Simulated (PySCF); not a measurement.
Compound: 2-propynal, C3H2O.
SMILES: `C#CC=O`

Linear response at PBE0/aug-cc-pVTZ (PySCF, frozen core in the response, non-relativistic). Geometry: PBE0-D3(BJ)/def2-TZVP; no solvent, vibrations or thermal averaging.

Static isotropic polarisability: 38.87 au (5.76 Å³), principal values 25.4, 32.5, 58.7 au.

**Question.** What is the polarisability at 1064 nm and at the sodium D line?

**Answer.** 39.31 au at 1064 nm (+1.1 %), 40.37 au at 589.3 nm (+3.9 %). The rise at 589.3 nm is 3.42 times that at 1064 nm; a pure ω² law gives 3.26. The lowest singlet lies at 327 nm, shorter than both wavelengths.

**Question.** What is the isotropic C6 coefficient between two such molecules, C6 = (3/π)∫α(iω)² dω?

**Answer.** 577.8 au (Eh·bohr⁶) by a ten-point quadrature over imaginary frequencies, which is 345 eV·Å⁶ or 33.3 J·nm⁶/mol.

**Question.** Which effective excitation energy ω̄ makes London's formula C6 = (3/4)α²ω̄ exact here?

**Answer.** ω̄ = 4·C6/(3α²) = 0.510 Eh = 13.9 eV. A one-pole form α(ω) = α/(1 − ω²/ω̄²) fitted to the 1064 nm value gives 11.0 eV.

**Question.** How many electrons N does the Slater–Kirkwood formula C6 = (3/4)·√N·α^(3/2) need to give this C6?

**Answer.** N = (4·C6/3)²/α³ = 10.1; the species has 28 electrons in all.

**Question.** The lowest 10 singlets have (eV, f): 3.79, 0.000; 4.86, 0.000; 5.82, 0.118; 6.86, 0.006; 7.02, 0.000; 7.43, 0.010; 7.79, 0.027; 7.87, 0.080; 7.97, 0.039; 8.22, 0.004. What share of the static polarisability do they carry in the sum over states α = Σ f/ω²?

**Answer.** 4.59 au, 11.8 % of α; the largest term, 2.57 au, is that of the state at 5.82 eV. Their oscillator strengths add up to 0.28. Higher states carry the rest.

**Question.** How anisotropic is the static polarisability, by Δα² = ½[(α1 − α2)² + (α2 − α3)² + (α3 − α1)²]?

**Answer.** Δα = 30.4 au, or 0.78 of the isotropic value.

**Question.** What molar refraction at the D line follows from R = (4π/3)·N_A·α′, with α′ the polarisability volume?

**Answer.** α′ = 5.98 Å³ gives R = 15.09 cm³/mol, for isolated, non-vibrating species.

**Question.** What n − 1 at the D line would an ideal gas of it have at 273.15 K and 1 atm (2.6868 × 10¹⁹ cm⁻³), by n − 1 = 2π·N·α′?

**Answer.** 10.10 × 10⁻⁴, a formal value whether or not that pressure can be reached.

**Question.** What three-body coefficient follows from the one-pole estimate C9 = (3/4)·α·C6?

**Answer.** 16800 au. This is an estimate from the two numbers above, not a computed integral.
